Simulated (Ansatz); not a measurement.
A nudged elastic band was laid between two geometries of C$_{5}$H$_{9}$Cl (15 atoms, charge 0, multiplicity 1).

All numbers below come from RKS PBE-D4/6-31G in Ansatz 0.2.0.

- movable images: 9
- climbing image: yes
- spring: 5.0 eV/Å²
- optimiser: quadratic models (default)
- start path: through a guess of the saddle point
- force threshold: 0.05 eV/Å
- iteration limit: 42
- end points: relaxed

First end point:

```xyz
15
Properties=species:S:1:pos:R:3
C -1.310 -0.703 -0.475
C 0.007 -0.117 0.010
C 0.867 -1.082 0.816
C 0.712 0.916 -0.890
C 0.085 1.344 0.414
Cl -1.421 2.430 0.395
H -1.121 -1.580 -1.120
H -1.896 0.031 -1.050
H -1.927 -1.033 0.380
H 1.146 -1.956 0.199
H 0.320 -1.451 1.702
H 1.800 -0.605 1.164
H 0.200 1.194 -1.814
H 1.805 0.922 -0.960
H 0.712 1.639 1.257
```

Last end point:

```xyz
15
Properties=species:S:1:pos:R:3
C -1.364 -0.666 -0.363
C 0.003 -0.117 0.015
C 0.868 -1.080 0.817
C 0.695 0.840 -0.975
C 0.166 1.357 0.340
Cl -1.291 2.508 0.354
H -1.252 -1.581 -0.972
H -1.952 0.065 -0.939
H -1.941 -0.925 0.543
H 1.839 -0.628 1.089
H 1.075 -1.994 0.230
H 0.358 -1.383 1.750
H 0.139 1.097 -1.880
H 1.780 0.794 -1.110
H 0.855 1.662 1.130
```

**Question.** Which bonds break or form, and what moves?

**Answer.** No bond is made or broken. The dihedral C1–C2–C3–H12 goes from -179 to -58°. The two ends are copies of one structure, up to a mirror image or an exchange of like atoms.

**Question.** Give the energies along the band, and the barrier.

**Answer.** The run converged. The highest image is number 5 of 0 to 10, 10.9 kJ/mol above the ends, which have the same energy within 2 meV. A vibrational analysis at the climbing image gives one clearly imaginary mode, 208i cm⁻¹: a first-order saddle point. Limits of this set-up: no polarisation functions.

```
image  path coordinate (Å)  energy (kJ/mol)  dihedral C1–C2–C3–H12 (°)
    0                 0.00              0.0                       -179
    1                 0.36              1.1                       -167
    2                 0.71              3.8                       -155
    3                 1.07              7.1                       -143
    4                 1.42              9.8                       -131
    5                 1.78             10.9                       -118
    6                 2.14              9.8                       -106
    7                 2.50              7.1                        -94
    8                 2.86              3.7                        -82
    9                 3.22              1.0                        -70
   10                 3.58              0.0                        -58
```

**Question.** What is the geometry of the highest image?

**Answer.** 
```xyz
15
Properties=species:S:1:pos:R:3:forces:R:3
C -1.346 -0.676 -0.412 0.00 0.01 -0.01
C 0.004 -0.118 0.013 -0.01 0.00 0.00
C 0.879 -1.088 0.822 0.01 0.00 0.01
C 0.694 0.876 -0.945 -0.01 0.01 -0.01
C 0.129 1.354 0.366 0.02 -0.01 0.00
Cl -1.351 2.477 0.382 0.00 0.00 0.00
H -1.205 -1.572 -1.044 0.00 0.00 0.00
H -1.932 0.062 -0.982 0.00 -0.01 0.00
H -1.941 -0.969 0.472 0.00 0.00 0.00
H 1.844 -1.277 0.320 0.00 0.00 0.00
H 0.371 -2.059 0.943 0.00 0.00 0.00
H 1.095 -0.702 1.835 0.00 0.00 -0.01
H 0.153 1.135 -1.860 0.01 0.00 0.01
H 1.784 0.854 -1.053 -0.01 0.00 0.00
H 0.799 1.653 1.175 -0.01 0.01 0.00
```

**Question.** What are the harmonic wavenumbers there?

**Answer.** 208i, 175, 184, 237, 334, 375, 393, 466, 635, 698, 823, 909, 924, 976, 991, 1037, 1058, 1091, 1101, 1143, 1237, 1298, 1344, 1408, 1420, 1463, 1491, 1496, 1497, 1499, 2979, 2982, 3056, 3058, 3070, 3085, 3086, 3154, 3181 cm⁻¹.

Time of the run: 4.2 min on 1 thread of Arm Neoverse V2, on a shared host, peak memory 0.14 GiB.
